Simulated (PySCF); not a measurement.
**difluoroacetate (C₂HF₂O₂−): electronic excitations and core binding energies**

Wanted: the electronic excitations and core binding energies of difluoroacetate (C₂HF₂O₂−) (`O=C([O-])C(F)F`), by calculation.

Computed with PySCF 2.14.0, with density-fitted response routines of our own, on a single molecule in the gas phase. Atoms count from 0, in the outputs and in this text.

**1. The molecule as given**

7 atoms, charge -1, multiplicity 1; geometry from: GFN2-xTB.

Bonds of the start (Å): O0–C1 1.23, C1–O2 1.22, C1–C3 1.63, C3–F4 1.37, C3–F5 1.37, C3–H6 1.10.

**2. Ultraviolet spectrum: CAM-B3LYP/def2-SVPD**

The job: settings as JSON, then the geometry in Å.

```
{"job": {"kind": "uv", "xc": "CAM-B3LYP", "basis": "def2-SVPD", "nstates": 8, "ntriplets": 3}, "charge": -1, "multiplicity": 1}
O      1.362377    -1.146852    -0.569803
C      0.990556    -0.140159     0.031187
O      1.594548     0.717052     0.659723
C     -0.625954     0.048681    -0.052297
F     -1.230926     0.059425     1.179679
F     -0.999255     1.230959    -0.641520
H     -1.088013    -0.764201    -0.634046
```

Method: TDDFT CAM-B3LYP/def2-SVPD, vertical, gas phase, core orbitals frozen in the response.

Log:

```text
coarse grid: 7136 points
cycle   1  E = -426.2314596097  dE =  8.960e-01  |g| = 1.245e+00  |ddm| = 3.112e+00
cycle   2  E = -425.9097683947  dE =  3.217e-01  |g| = 1.874e+00  |ddm| = 2.637e+00
cycle   3  E = -426.5264737932  dE = -6.167e-01  |g| = 5.575e-02  |ddm| = 1.603e+00
cycle   4  E = -426.5268651354  dE = -3.913e-04  |g| = 4.513e-02  |ddm| = 9.864e-02
cycle   5  E = -426.5271812581  dE = -3.161e-04  |g| = 1.551e-02  |ddm| = 4.367e-02
cycle   6  E = -426.5272217727  dE = -4.051e-05  |g| = 6.266e-03  |ddm| = 1.798e-02
cycle   7  E = -426.5272290535  dE = -7.281e-06  |g| = 1.666e-03  |ddm| = 6.465e-03
final grid: 73416 points
cycle   8  E = -426.6015603373  dE = -1.581e-05  |g| = 3.620e-03  |ddm| = 3.092e-02
cycle   9  E = -426.6015585107  dE =  1.827e-06  |g| = 4.960e-03  |ddm| = 6.576e-03
cycle  10  E = -426.6015626125  dE = -4.102e-06  |g| = 4.449e-04  |ddm| = 3.713e-03
cycle  11  E = -426.6015626362  dE = -2.370e-08  |g| = 2.826e-04  |ddm| = 5.859e-04
cycle  12  E = -426.6015626512  dE = -1.492e-08  |g| = 4.895e-05  |ddm| = 3.316e-04
cycle  13  E = -426.6015626517  dE = -4.962e-10  |g| = 1.798e-05  |ddm| = 7.034e-05
converged SCF energy = -426.6015626517

Static polarisability (au): isotropic 41.641, principal 33.504 44.838 46.581

Singlet excitations
state   eV       nm        f      main configurations
  1   5.9036    210.0   0.00012   H->L+4 0.49, H->L+2 0.43
  2   6.0191    206.0   0.00018   H-1->L+4 0.54, H-1->L+2 0.37
  3   6.1060    203.1   0.02959   H->L 0.84
  4   6.3622    194.9   0.01169   H-1->L 0.67, H-1->L+1 0.16
  5   6.6749    185.7   0.00059   H-2->L 0.78, H-2->L+1 0.19
  6   6.9552    178.3   0.04350   H->L+1 0.80
  7   7.1292    173.9   0.03827   H-1->L+1 0.66, H-1->L 0.14
  8   7.2851    170.2   0.00209   H->L+2 0.48, H->L+4 0.45

Triplet excitations (Tamm-Dancoff, eV): 5.4194 5.5232 5.6548
```

Wall time 12 s (1 thread, shared host).

The orbitals next to the gap, with their largest atomic shares:

```
orbital     eV                      atoms
 HOMO−3  -7.48  F5 22 %, F4 22 %, C3 15 %
 HOMO−2  -4.05  O2 44 %, O0 43 %, C1 13 %
 HOMO−1  -3.81   O0 58 %, O2 30 %, C1 7 %
   HOMO  -3.57  O2 44 %, O0 19 %, C3 16 %
   LUMO   5.26  C3 31 %, F4 16 %, F5 16 %
 LUMO+1   6.22  O0 29 %, O2 25 %, C1 24 %
 LUMO+2   6.23  F5 31 %, F4 31 %, O0 10 %
```

With each of the 8 states as a Gaussian band of 0.4 eV half-width at 1/e, the curve within the window shown has maxima at 199 nm (ε 1,600), 176 nm (ε 3,300) L/(mol cm). Beyond the last state computed it falls off for lack of states. The curve at chosen wavelengths:

nm, ε (L/mol/cm) and a bar:
```
      163        619 ######
      166       1277 ############
      169       2111 ####################
      171       2637 ########################
      174       3164 #############################
      177       3228 ##############################
      180       2877 ###########################
      183       2337 ######################
      185       1996 ##################
      188       1637 ###############
      191       1495 ##############
      194       1512 ##############
      197       1581 ###############
      199       1606 ###############
      202       1568 ##############
      205       1426 #############
      208       1202 ###########
      211        942 #########
      213        769 #######
      216        537 #####
      219        352 ###
      222        218 ##
      225        128 #
      227         87 #
      230         47 
      233         24
```

Ground-state properties from the same run:

```
           property  computed
polarisability (Å³)      6.17
 HOMO–LUMO gap (eV)      8.83
      −ε(HOMO) (eV)      3.57
```

**3. X-ray photoelectron lines: SCAN, X2C**

The job, as its differences from that of step 2:

```diff
@@ -1,2 +1,2 @@
-{"job": {"kind": "uv", "xc": "CAM-B3LYP", "basis": "def2-SVPD", "nstates": 8, "ntriplets": 3}, "charge": -1, "multiplicity": 1}
+{"job": {"kind": "xps"}, "charge": -1, "multiplicity": 1}
 O      1.362377    -1.146852    -0.569803
```

Method: delta-SCF UKS SCAN, pcX-2 on the ionised atom, pcseg-1 elsewhere, spin-free X2C.

Log:

```text
ground state, core basis on atom 0 (O), 120 functions
  cycle   1  E = -426.87887729  |g| = 1.23e+00
  cycle   2  E = -425.94452063  |g| = 2.53e+00
  cycle   3  E = -427.13213366  |g| = 2.45e-01
  cycle   4  E = -427.13705058  |g| = 2.02e-01
  cycle   5  E = -427.14297693  |g| = 9.81e-02
  cycle   6  E = -427.14484148  |g| = 1.56e-02
  cycle   7  E = -427.14486883  |g| = 8.92e-03
  cycle   8  E = -427.14488353  |g| = 1.19e-03
  cycle   9  E = -427.14488367  |g| = 2.80e-04
  E(ground) = -427.14616227 Eh
hole in O 1s of atom 0
  cycle   1  E = -406.79242357  |g| = 2.23e+00
  cycle   2  E = -405.92465350  |g| = 2.46e+00
  cycle   3  E = -407.26386212  |g| = 9.39e-01
  cycle   4  E = -407.44883344  |g| = 6.51e-01
  cycle   5  E = -407.61160842  |g| = 8.87e-02
  cycle   6  E = -407.61426188  |g| = 3.35e-02
  cycle   7  E = -407.61473740  |g| = 1.08e-02
  cycle   8  E = -407.61477298  |g| = 4.52e-03
  cycle   9  E = -407.61478045  |g| = 8.05e-04
  cycle  10  E = -407.61478089  |g| = 5.03e-04
  cycle  11  E = -407.61478080  |g| = 1.57e-04
  E(ion) = -407.61829619 Eh   <S^2> = 0.7638   hole on atom = 1.000   binding energy = 531.380 eV
ground state, core basis on atom 1 (C), 120 functions
  cycle   1  E = -427.12381395  |g| = 7.55e-02
  cycle   2  E = -427.12080697  |g| = 1.33e-01
  cycle   3  E = -427.12406619  |g| = 3.69e-02
  cycle   4  E = -427.12425740  |g| = 2.06e-02
  cycle   5  E = -427.12433987  |g| = 1.14e-03
  cycle   6  E = -427.12433926  |g| = 2.44e-04
  E(ground) = -427.12830554 Eh
hole in C 1s of atom 1
  cycle   1  E = -415.98957066  |g| = 1.51e+00
  cycle   2  E = -414.92849937  |g| = 2.19e+00
  cycle   3  E = -416.40795028  |g| = 5.80e-01
  cycle   4  E = -416.49325508  |g| = 2.89e-01
  cycle   5  E = -416.51813972  |g| = 1.29e-01
  cycle   6  E = -416.51919584  |g| = 1.19e-01
  cycle   7  E = -416.52501025  |g| = 1.86e-02
  cycle   8  E = -416.52515575  |g| = 6.77e-03
  cycle   9  E = -416.52517271  |g| = 3.47e-03
  cycle  10  E = -416.52517901  |g| = 9.15e-04
  cycle  11  E = -416.52517927  |g| = 2.41e-04
  E(ion) = -416.52874477 Eh   <S^2> = 0.7742   hole on atom = 1.000   binding energy = 288.429 eV
ground state, core basis on atom 3 (C), 120 functions
  cycle   1  E = -427.12302846  |g| = 6.26e-02
  cycle   2  E = -427.12283259  |g| = 4.43e-02
  cycle   3  E = -427.12293513  |g| = 3.68e-02
  cycle   4  E = -427.12315415  |g| = 9.70e-03
  cycle   5  E = -427.12317224  |g| = 2.47e-03
  cycle   6  E = -427.12317604  |g| = 6.89e-04
  cycle   7  E = -427.12317345  |g| = 1.14e-04
  E(ground) = -427.12704513 Eh
hole in C 1s of atom 3
  cycle   1  E = -415.91304904  |g| = 1.50e+00
  cycle   2  E = -407.95867805  |g| = 3.79e+00
  cycle   3  E = -415.80241641  |g| = 1.28e+00
  cycle   4  E = -416.34848973  |g| = 5.38e-01
  cycle   5  E = -416.44296957  |g| = 2.14e-01
  cycle   6  E = -416.45197934  |g| = 1.26e-01
  cycle   7  E = -416.45598133  |g| = 7.12e-02
  cycle   8  E = -416.45792662  |g| = 2.07e-02
  cycle   9  E = -416.45809196  |g| = 5.48e-03
  cycle  10  E = -416.45810861  |g| = 1.36e-03
  cycle  11  E = -416.45811155  |g| = 7.25e-04
  cycle  12  E = -416.45811100  |g| = 7.35e-04
  cycle  13  E = -416.45811149  |g| = 1.44e-04
  E(ion) = -416.46473001 Eh   <S^2> = 0.7751   hole on atom = 1.000   binding energy = 290.136 eV
ground state, core basis on atom 4 (F), 120 functions
  cycle   1  E = -427.16022217  |g| = 1.17e-01
  cycle   2  E = -427.15993075  |g| = 5.69e-02
  cycle   3  E = -427.15977040  |g| = 6.56e-02
  cycle   4  E = -427.16035136  |g| = 1.12e-02
  cycle   5  E = -427.16037719  |g| = 1.54e-03
  cycle   6  E = -427.16037529  |g| = 4.85e-04
  E(ground) = -427.16640565 Eh
hole in F 1s of atom 4
  cycle   1  E = -400.96867466  |g| = 2.58e+00
  cycle   2  E = -399.39769923  |g| = 2.68e+00
  cycle   3  E = -401.04184737  |g| = 1.33e+00
  cycle   4  E = -401.77242323  |g| = 4.81e-01
  cycle   5  E = -401.74386264  |g| = 5.09e-01
  cycle   6  E = -401.84782629  |g| = 1.49e-01
  cycle   7  E = -401.85563818  |g| = 3.60e-02
  cycle   8  E = -401.85617691  |g| = 7.06e-03
  cycle   9  E = -401.85619630  |g| = 3.58e-03
  cycle  10  E = -401.85620062  |g| = 1.31e-03
  cycle  11  E = -401.85620045  |g| = 5.07e-04
  cycle  12  E = -401.85620146  |g| = 2.77e-04
  E(ion) = -401.86907663 Eh   <S^2> = 0.7589   hole on atom = 1.000   binding energy = 688.375 eV
```

Wall time 16 s (1 thread, shared host).

Binding energies by hole, beside the orbital energy of the ground state; the difference holds orbital relaxation and, for a density functional, its self-interaction error:

```
     hole  stands for                            environment  ΔSCF (eV)  −ε (eV)   ⟨S²⟩
O1s on O0      O0, O2                     carboxylate oxygen     531.38    509.8  0.764
C1s on C1          C1                     carboxylate carbon     288.43    270.6  0.774
C1s on C3          C3  sp3 CH bonded to 2 F, α to a carbonyl     290.14    272.7  0.775
F1s on F4      F4, F5                fluorine of a CF2 group     688.38    662.3  0.759
```

Each hole run stands for the others of its class of like atoms.

**4. Outcome**

| quantity | value |
| --- | --- |
| lowest singlet (CAM-B3LYP/def2-SVPD) | 5.90 eV (210 nm), f = 0.000 |
| brightest single state of those computed | state 6, 6.96 eV, f = 0.043 |
| lowest triplet | 5.42 eV |
| C1s binding energies, SCAN/pcX-2 | C3 290.14, C1 288.43 eV |
| O1s binding energies, SCAN/pcX-2 | O0 531.38 eV |
| F1s binding energies, SCAN/pcX-2 | F4 688.38 eV |

The first singlet state (HOMO→LUMO+4 0.49, HOMO→LUMO+2 0.43) lies at 5.90 eV and is dark; of the 8 states computed, the strongest absorption comes from state 6 at 6.96 eV. The lowest triplet lies 0.48 eV below the lowest singlet (triplets in Tamm-Dancoff, singlets in full TDDFT). The lowest singlet lies above −ε(HOMO); no detachment energy was computed, so the anion's states may not be bound. C3 (sp3 CH bonded to 2 F, α to a carbonyl) binds its C1s electron 1.71 eV more tightly than C1 (carboxylate carbon).
